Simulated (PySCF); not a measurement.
This PySCF input (HF/def2-SVP) gives -187.70040 Eh with 47 basis functions.

```python
import numpy as np, basis_set_exchange as bse
from pyscf import gto, scf, dft, df

basis = {'C': gto.basis.parse(bse.get_basis('def2-SVP', elements=['C'], fmt='nwchem')), 'H': gto.basis.parse(bse.get_basis('def2-SVP', elements=['H'], fmt='nwchem')), 'O': gto.basis.parse(bse.get_basis('def2-SVP', elements=['O'], fmt='nwchem'))}
mol = gto.M(
    atom='''
    C    -0.00765201    0.00466428   -0.11016720
    O     0.06716463   -0.04072056    1.10546523
    O     0.01590056   -0.01200809   -1.23171942
    H    -0.61860949    0.39384354    1.67103665
    ''',
    basis=basis,
    charge=1,
    verbose=4,
    max_memory=8640,
)
mf = scf.RHF(mol)
mf = mf.density_fit(auxbasis='def2-universal-jkfit')
mf.conv_tol = 1e-9
mf.max_cycle = 100
print('smallest overlap eigenvalue', np.linalg.eigvalsh(mol.intor('int1e_ovlp'))[0])
mf.kernel()
dip = mf.dip_moment()
```

Change:
```diff
- mf = mf.density_fit(auxbasis='def2-universal-jkfit')
+ mf = mf.density_fit(auxbasis='cc-pvqz-jkfit')
```

What does the run give now?

-187.70062 Eh (HF/def2-SVP, 47 functions), a change of -0.22 mEh.
